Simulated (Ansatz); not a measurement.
CH$_{2}$F$_{2}$, charge +1, doublet, at a GFN2-xTB geometry of the parent state (a state made from the parent by changing its charge; the spin is typed, not shown lowest); HF/3-21G (Ansatz, a first-principles code).

Input for Ansatz:
Ansatz 0.2 input:
```yaml
crystal:
  periodic: [false, false, false]
  atoms:
    - {symbol: C, position_ang: [0.01968854, 0.00631445, 0.49889193]}
    - {symbol: F, position_ang: [-0.03994213, 1.08453031, -0.30145729]}
    - {symbol: F, position_ang: [0.01714658, -1.09184124, -0.27616403]}
    - {symbol: H, position_ang: [-0.87297769, -0.00966100, 1.13908803]}
    - {symbol: H, position_ang: [0.96000648, 0.03757263, 1.06615233]}
basis:
  gaussian:
    orbitals: 3-21G.json
hamiltonian:
  xc: hf
total_charge: 1
magnetization: {spin_polarized: true, initial_magnetization: 1}
```
The basis file holds 3-21G in the JSON format of the Basis Set Exchange.

Q: What does Ansatz print? Leave out banner, timings and long lists.

A: 
```
Functional definition: HF
337 factors; integrals over basis functions are off by at most 8.7e-4 eV
mean field evaluation 1: about -6420.4812 eV, gradient 3.5e1 eV
mean field evaluation 2: about -6420.4745 eV, gradient 3.5e1 eV
mean field evaluation 4: about -6424.9542 eV, gradient 2.3e0 eV
mean field evaluation 8: about -6425.0110 eV, gradient 2.4e-1 eV
mean field evaluation 16: about -6425.2871 eV, gradient 3.4e0 eV
mean field evaluation 32: about -6425.0133 eV, gradient 7.9e-6 eV
mean field evaluation 64: about -6424.2831 eV, gradient 3.2e0 eV
mean field evaluation 96: about -6425.0129 eV, gradient 9.4e-2 eV
mean field -6425.36897746 eV, -236.1279546503 hartree, gradient 1.6e-5 eV, S^2 0.758417; 4 other end points of the search recorded, 0 dependent functions left out
reference -6425.36897746 eV, -236.1279546503 hartree; 13, 12 occupied and 18, 19 virtual orbitals, 337 factors
Total energy: -6425.36897746 eV, -236.1279546503 hartree
```
